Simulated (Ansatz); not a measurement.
Basis-set extrapolation for `Cc1ccno1` (PBE0-D4/def2-TZVP geometry, frozen core, Ansatz). Multiplicity 1, RHF reference.

|  | def2-TZVPP | def2-QZVPP |
| --- | --- | --- |
| HF | -283.743685 | -283.756072 |
| MP2 correlation | -1.077570 | -1.150626 |
| CCSD(T) correlation | -1.149987 | not run |

Energies in hartree. Use E(X) = E(∞) + A·exp(−7.88·√X) for Hartree–Fock and E(X) = E(∞) + B·X^(−2.97) for correlation, with X = 3 and 4, and add CCSD(T) minus MP2 of the smaller set to the MP2 limit.

Task: What is the CCSD(T) energy at the basis-set limit?

Result: HF limit: -283.756072 + (-0.012387) × 0.13774 = -283.75778. MP2 limit: -1.150626 + (-0.073056) × 0.74074 = -1.20474. Higher-order term: -1.149987 − (-1.077570) = -0.07242. Total: -285.03494 hartree, 88.6 kcal/mol below CCSD(T)/def2-TZVPP.
